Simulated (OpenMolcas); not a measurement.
**[NO2]− (nitrite): a chain of runs**

Wanted: a single-point energy (UHF/STO-3G), then the energy (CASSCF(2,2)/STO-3G), then the energy (CASPT2(2,2)/STO-3G), then the energy (SC-NEVPT2(2,2)/STO-3G), then a single-point energy (MRCI(2,2)/STO-3G) of [NO2]− (nitrite). 

Program for the calculation: OpenMolcas 26.06.

1 further run of the same task is left out (it didn't finish).

## (1) The molecule

The species is [NO2]− (3 atoms), meant as a singlet with charge -1. SMILES: `O=N[O-]`. The coordinates come from a GFN2-xTB relaxation.

Bond lengths: O1–N2 1.272 Å, N2–O3 1.272 Å. Angles: O1–N2–O3 117.3°.

## (2) A single-point energy at UHF/STO-3G (run 1)

struct.xyz reads:

```xyz
3

O      0.332300     1.015250     0.295330
N      0.330220    -0.248730     0.154080
O     -0.662520    -0.766520    -0.449410
```

step1.input reads:

```
* NO2 Hartree-Fock
>>> EXPORT MOLCAS_PRINT=2

&gateway
 baslib
 $CurrDir
 coord
 struct.xyz
 basis
 STO-3G
 group
 NoSym

&seward

&scf
 uhf
 charge
 -1
 scramble
 0.25
 prorbitals
 1 1
```

The basis set STO-3G is read from a file made from the Basis Set Exchange's data (not shown).

Run with:

```
$ export MOLCAS_MEM=1860
$ pymolcas step1.input > step1.log
```

Log:

```text
--- Start Module: gateway ---
[...]
--- Stop Module: gateway /rc=_RC_ALL_IS_WELL_ ---
--- Start Module: seward ---
[...]
      Basis functions           15
--- Stop Module: seward /rc=_RC_ALL_IS_WELL_ ---
--- Start Module: scf ---
[...]
       Convergence after  30 Iterations
[...]
::    Total SCF energy                               -201.1815778009
[...]
      Total spin, S                                     0.4378857184
[...]
      Total electronic charge=   24.000000
      Total            charge=   -1.000000
[...]
      Dipole Moment (debye):
      Origin of the operator (angstrom)=   -0.0143    0.0108   -0.0067
                   X= -4.4238E-01               Y=  3.3316E-01               Z= -2.0639E-01           Total=  5.9101E-01
      Center of Charge (angstrom)
[...]
--- Stop Module: scf /rc=_RC_ALL_IS_WELL_ ---
[...]
```

Run time: 2.1 s. Hardware: 1 thread of Arm Neoverse V1, shared host; peak memory 0.37 GiB.

## (3) The energy at CASSCF(2,2)/STO-3G (run 2)

struct.xyz is that of step 2.

step2.inp reads:

```
* NO2 CASSCF
&gateway
baslib = $CurrDir
coord = struct.xyz
basis = STO-3G
group = NoSym
&seward
&rasscf
fileorb = $CurrDir/step1.UnaOrb
spin = 1
nactel = 2 0 0
inactive = 11
ras2 = 2
orblisting = Nothing
orbappear = Compact
```

The basis set STO-3G is read from a file made from the Basis Set Exchange's data (not shown).

Run with:

```
$ export MOLCAS_MEM=1860
$ pymolcas step2.inp > step2.log
```

Log:

```text
--- Start Module: gateway ---
[...]
--- Stop Module: gateway /rc=_RC_ALL_IS_WELL_ ---
--- Start Module: seward ---
[...]
      Basis functions           15
--- Stop Module: seward /rc=_RC_ALL_IS_WELL_ ---
--- Start Module: rasscf ---
[...]
      Number of active orbitals                  2
[...]
      Spin quantum number                      0.0
[...]
      Active orbitals                            2
[...]
      Number of CSFs                             3
[...]
      Number of root(s) required                 1
[...]
      Convergence after 10 iterations
[...]
      printout of CI-coefficients larger than  0.05 for root  1
      energy=    -201.212362
      conf/sym  11     Coeff  Weight
             1  20   0.95212 0.90654
             3  02  -0.30572 0.09346
      Natural orbitals and occupation numbers for root  1
      sym 1:   1.813077   0.186923
      ************************************************************************************************************************
      *                                                    Final results                                                     *
[...]
::    RASSCF root number  1 Total energy:   -201.21236164
[...]
      Total electronic charge=   24.000000
      Total            charge=   -1.000000
[...]
      Dipole Moment (debye):
      Origin of the operator (angstrom)=   -0.0143    0.0108   -0.0067
                   X= -3.4197E-01               Y=  2.5742E-01               Z= -1.5958E-01           Total=  4.5681E-01
      Center of Charge (angstrom)
[...]
--- Stop Module: rasscf /rc=_RC_ALL_IS_WELL_ ---
[...]
```

Run time: 1.8 s. Hardware: 1 thread of Arm Neoverse V1, shared host; peak memory 0.37 GiB.

## (4) A single-point energy at CASPT2(2,2)/STO-3G (run 3)

struct.xyz is that of step 3.

step3.input reads:

```
* NO2 CASPT2

&GATEWAY
 BasLib=$CurrDir
 Coord=struct.xyz
 Basis=STO-3G
 Group=NoSym

&SEWARD

&RASSCF
 FileOrb=$CurrDir/step2.RasOrb
 Spin=1
 Nactel=2 0 0
 Inactive=11
 Ras2=2
 OrbListing=Nothing
 OrbAppear=Compact

&CASPT2
 Imaginary=0.1
 Frozen=3
```

The basis set STO-3G is read from a file made from the Basis Set Exchange's data (not shown).

Run with:

```
$ export MOLCAS_MEM=1860
$ pymolcas step3.input > step3.log
```

Log:

```text
--- Start Module: gateway ---
[...]
--- Stop Module: gateway /rc=_RC_ALL_IS_WELL_ ---
[...]
      Basis functions           15
[...]
--- Start Module: rasscf ---
[...]
      Number of active orbitals                  2
[...]
      Spin quantum number                      0.0
[...]
      Active orbitals                            2
[...]
      Number of CSFs                             3
[...]
      Number of root(s) required                 1
[...]
      Convergence after  4 iterations
[...]
      printout of CI-coefficients larger than  0.05 for root  1
      energy=    -201.212362
      conf/sym  11     Coeff  Weight
             1  20   0.95212 0.90654
             3  02  -0.30571 0.09346
      Natural orbitals and occupation numbers for root  1
      sym 1:   1.813077   0.186923
      ************************************************************************************************************************
      *                                                    Final results                                                     *
[...]
::    RASSCF root number  1 Total energy:   -201.21236164
[...]
      Total electronic charge=   24.000000
      Total            charge=   -1.000000
[...]
      Dipole Moment (debye):
      Origin of the operator (angstrom)=   -0.0143    0.0108   -0.0067
                   X= -3.4199E-01               Y=  2.5745E-01               Z= -1.5959E-01           Total=  4.5684E-01
      Center of Charge (angstrom)
[...]
--- Stop Module: rasscf /rc=_RC_ALL_IS_WELL_ ---
--- Start Module: caspt2 ---
[...]
      E2 (Variational):          -0.1066615256
      Total energy:            -201.3190231644
[...]
      Reference weight:           0.95357
[...]
::    CASPT2 Root  1     Total energy:   -201.31902316
[...]
--- Stop Module: caspt2 /rc=_RC_ALL_IS_WELL_ ---
[...]
```

Run time: 1.7 s. Hardware: 1 thread of Arm Neoverse V1, shared host; peak memory 0.37 GiB.

## (5) A single-point energy at SC-NEVPT2(2,2)/STO-3G (run 4)

struct.xyz is that of step 4.

step4.input reads:

```
&gateway
baslib=$CurrDir
coord=struct.xyz
basis=STO-3G
group=NoSym
&seward
&rasscf
fileorb=$CurrDir/step2.RasOrb
spin=1
nactel=2 0 0
inactive=11
ras2=2
orblisting=Nothing
orbappear=Compact
&caspt2
sc-nevpt2
frozen=3
```

The basis set STO-3G is read from a file made from the Basis Set Exchange's data (not shown).

Run with:

```
$ export MOLCAS_MEM=1860
$ pymolcas step4.input > step4.log
```

Log:

```text
--- Start Module: gateway ---
[...]
--- Stop Module: gateway /rc=_RC_ALL_IS_WELL_ ---
[...]
      Basis functions           15
[...]
--- Start Module: rasscf ---
[...]
      Number of active orbitals                  2
[...]
      Spin quantum number                      0.0
[...]
      Active orbitals                            2
[...]
      Number of CSFs                             3
[...]
      Number of root(s) required                 1
[...]
      Convergence after  4 iterations
[...]
      printout of CI-coefficients larger than  0.05 for root  1
      energy=    -201.212362
      conf/sym  11     Coeff  Weight
             1  20   0.95212 0.90654
             3  02  -0.30571 0.09346
      Natural orbitals and occupation numbers for root  1
      sym 1:   1.813077   0.186923
      ************************************************************************************************************************
      *                                                    Final results                                                     *
[...]
::    RASSCF root number  1 Total energy:   -201.21236164
[...]
      Total electronic charge=   24.000000
      Total            charge=   -1.000000
[...]
      Dipole Moment (debye):
      Origin of the operator (angstrom)=   -0.0143    0.0108   -0.0067
                   X= -3.4199E-01               Y=  2.5745E-01               Z= -1.5959E-01           Total=  4.5684E-01
      Center of Charge (angstrom)
[...]
--- Stop Module: rasscf /rc=_RC_ALL_IS_WELL_ ---
--- Start Module: caspt2 ---
[...]
      E2 (Variational):          -0.1021200595
[...]
      E2 (Variational):          -0.1020723389
      Total energy:            -201.3144339777
[...]
      Reference weight:           0.95792
[...]
::    SC-NEVPT2 Root  1     Total energy:   -201.31443398
[...]
--- Stop Module: caspt2 /rc=_RC_ALL_IS_WELL_ ---
[...]
```

Wall time 1.7 s (1 thread of Arm Neoverse V1, shared host); peak memory 0.37 GiB.

## (6) The energy at MRCI(2,2)/STO-3G (run 5)

struct.xyz is that of step 5.

step5.input reads:

```
* NO2 MRCI
>>> EXPORT MOLCAS_PRINT=2
&GATEWAY
BasLib=$CurrDir
Coord=struct.xyz
Basis=STO-3G
Group=NoSym
&SEWARD
&RASSCF
FileOrb=$CurrDir/step2.RasOrb
Spin=1
Nactel=2 0 0
Inactive=11
Ras2=2
OrbListing=Nothing
OrbAppear=Compact
&MOTRA
LumOrb
Frozen=3
&GUGA
Electrons=18
Spin=1
Inactive=8
Active=2
CIAll=1
&MRCI
SDCI
```

The basis set STO-3G is read from a file made from the Basis Set Exchange's data (not shown).

Run with:

```
$ export MOLCAS_MEM=1860
$ pymolcas step5.input > step5.log
```

Log:

```text
--- Start Module: gateway ---
[...]
--- Stop Module: gateway /rc=_RC_ALL_IS_WELL_ ---
[...]
      Basis functions           15
[...]
      Number of active orbitals                  2
[...]
      Spin quantum number                      0.0
[...]
      Active orbitals                            2
[...]
      Number of CSFs                             3
[...]
      Number of root(s) required                 1
[...]
      Convergence after  4 iterations
[...]
      printout of CI-coefficients larger than  0.05 for root  1
      energy=    -201.212362
      conf/sym  11     Coeff  Weight
             1  20   0.95212 0.90654
             3  02  -0.30571 0.09346
      Natural orbitals and occupation numbers for root  1
      sym 1:   1.813077   0.186923
      ************************************************************************************************************************
      *                                                    Final results                                                     *
[...]
::    RASSCF root number  1 Total energy:   -201.21236164
[...]
      Dipole Moment (debye):
      Origin of the operator (angstrom)=   -0.0143    0.0108   -0.0067
                   X= -3.4199E-01               Y=  2.5745E-01               Z= -1.5959E-01           Total=  4.5684E-01
      Center of Charge (angstrom)
[...]
--- Start Module: guga ---
[...]
--- Stop Module: guga /rc=_RC_ALL_IS_WELL_ ---
[...]
       (But an ACPF correction will be computed)
       USE THE DEFAULT ACPF G-VALUE GFAC=  0.11111111111111110
[...]
                      CI ENERGY:  -201.33993510
[...]
                ACPF CORRECTION:    -0.00899162
[...]
      Total electronic charge=   24.000000
      Total            charge=   -1.000000
[...]
     ACPF CORRECTION:     -0.00899162
[...]
  CI State   1     Total energy:   -201.33993510     QDav:     -0.01020548     QACPF:     -0.00899162
[...]
```

Run time: 1.9 s. Hardware: 1 thread of Arm Neoverse V1, shared host; peak memory 0.37 GiB.

## (7) Results

| quantity | value |
| --- | --- |
| run 1, UHF/STO-3G: total energy | -201.18158 Eh |
| run 1, UHF/STO-3G: HOMO energy | 2.85 eV |
| run 1, UHF/STO-3G: LUMO energy | 19.19 eV |
| run 1, UHF/STO-3G: HOMO–LUMO gap (to an unbound level, set by the basis) | 16.34 eV |
| run 1, UHF/STO-3G: ⟨S²⟩ | 0.630 |
| run 2, CASSCF(2,2)/STO-3G: total energy | -201.21236 Eh |
| run 3, CASPT2(2,2)/STO-3G: total energy | -201.31902 Eh |
| run 4, SC-NEVPT2(2,2)/STO-3G: total energy | -201.31443 Eh |
| run 5, MRCI(2,2)/STO-3G: total energy | -201.33994 Eh |

⟨S²⟩ (run 1, UHF/STO-3G) is 0.63 where a pure singlet has 0.00: the reference is spin-contaminated. Mulliken charges (run 1, UHF/STO-3G) run from -0.37 on O1 to -0.27 on N2. The HOMO (run 1, UHF/STO-3G) lies at positive energy, 2.85 eV: the electron is unbound at this level or held by a compact basis; values depend on the basis. Mulliken charges (run 3, CASPT2(2,2)/STO-3G) of the CASSCF density run from -0.38 on O1 to -0.24 on N2; they depend strongly on the basis. Mulliken charges (run 5, MRCI(2,2)/STO-3G) of the CASSCF density run from -0.38 on O1 to -0.24 on N2; they depend strongly on the basis.
